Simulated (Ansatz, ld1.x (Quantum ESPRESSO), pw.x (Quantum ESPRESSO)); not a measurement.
## Equation-of-state test of one TM potential (magnesium)

```json
{
 "Element": "Mg",
 "Generator": "ld1.x (Quantum ESPRESSO) 7.5",
 "Type": "norm-conserving Troullier–Martins (Kleinman–Bylander form)",
 "Functional": "PBEsol",
 "Relativity": "scalar-relativistic",
 "Frozen core": "[Ne]",
 "Valence charge": "2",
 "Reference configuration": "3s2 3p0",
 "Partial waves": "3s (bound): rc 1.85 bohr; 3p (bound, empty): rc 2.65 bohr; 3d channel at -0.1 Ry: rc 2.15 bohr",
 "Local potential": "all-electron potential smoothed inside 1.90 bohr (lloc = -1)",
 "Core correction": "Bessel-smoothed model core, default radius (core density twice the valence density)"
}
```

Atomic tests: cutoffs needed: 6 Ry and 21 Ry (the cutoffs (Ry, on a coarse ladder) from which the occupation-weighted sum of valence levels, in a spherical-Bessel basis at the reference potential, stays within 10 and 1 mRy of its value at 400 Ry); ghost test: no extra level below or beside the all-electron valence levels (s, p, d, f tested) (spherical-Bessel basis up to 400 Ry, 20 bohr box); largest excitation error: -13 meV (all-electron minus pseudo) for 3s0 3p2, out of 5 test configurations.

Crystal test: fcc Mg in pw.x 7.5, no spin, 13³ k-points, Fermi–Dirac smearing 0.01 Ry, cutoffs 50/200 Ry. The reference is all-electron LAPW (Ansatz 0.2.0) with the same functional, mesh and smearing; V0 and B0 come from Birch–Murnaghan fits to the pressures at five volumes. Errors are pseudo minus all-electron; Δ is the rms difference of the E(V) curves that follow from these fits, minima aligned, over ±6 % about the mean V0. Mesh and smearing are coarse, so the numbers serve the comparison and aren't converged zero-temperature values; the lattice is a test structure that the element need not adopt.

```tsv
V (Å³/atom)	P all-electron (GPa)	P pseudo (GPa)
21.593	2.02	1.59
22.161	0.93	0.53
22.729	-0.03	-0.40
23.297	-0.89	-1.22
23.865	-1.64	-1.95
```

All-electron: a0 = 4.495 Å (V0 = 22.71 Å³/atom), B0 = 36.4 GPa.

Pseudopotential: mean pressure error (GPa): -0.37; a0 (Å): 4.480; a0 error (%): -0.34; B0 error (%): +0.7; Δ (meV/atom): 1.8.

Q: At the middle volume, how do free energy and pressure move when the wave cutoff is lowered (ecutrho kept at four times it)?

A:

```
cutoff (Ry)  shift of F (meV/atom)  shift of P (GPa)
         22                   +3.8             -0.10
         30                   +1.8             +0.00
         40                   +0.7             -0.02
```

The run at the middle volume (84 k-points, 6 iterations) took about 6.1 s on one core of a shared host (Neoverse-V2, 96 threads, 371 GiB, load 66).
